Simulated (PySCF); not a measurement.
Molecule: hydrosulfide (SMILES [SH-]).

Bonds (- single, = double, # triple, : aromatic): none between heavy atoms. S1 carries H2. Formal charges: S1 -1.

Total charge -1.

Geometry PBE0-D3(BJ)/def2-SVP throughout; GIAO in PySCF 2.14, gas phase, one conformer, non-relativistic; equivalent atoms averaged; basis pcSseg-2.

(1) How do the absolute shieldings σ depend on the functional? (ppm; last column core-seconds on 1 thread of an Arm Neoverse V1, shared host; the GGAs took longer than the global hybrids here, which isn't the general rule, and the cause wasn't traced)

(2) Which nucleus moves most, in ppm?

Answers

(1) 
```tsv
functional	kind	S1	H2	core-s
HF	Hartree–Fock	862.5	35.42	0.21
LDA	LDA	873.6	34.92	0.51
PBE	GGA	865.9	35.60	0.66
BLYP	GGA	850.1	36.03	0.62
BP86	GGA	862.5	35.66	0.66
OPBE	GGA	875.0	35.56	0.66
KT2	GGA	875.6	35.61	0.7
KT3	GGA	867.3	35.98	0.67
B97-D	GGA	858.1	35.86	0.66
B3LYP	global hybrid	853.1	35.81	0.45
PBE0	global hybrid	868.2	35.41	0.44
mPW1PW91	global hybrid	864.2	35.51	0.44
WP04	global hybrid	814.2	36.75	0.51
B97-2	global hybrid	864.0	35.61	0.48
BHandHLYP	global hybrid	856.0	35.61	0.43
CAM-B3LYP	range-separated hybrid	856.4	35.63	0.56
wB97X-D	range-separated hybrid	862.3	35.54	0.6
LC-wPBE	range-separated hybrid	866.7	35.40	0.8
```

(2) S1 (sulfur bonded to H): from 814.2 ppm with WP04 to 875.6 ppm with KT2. The smallest spread is 1.83 ppm, at H2.
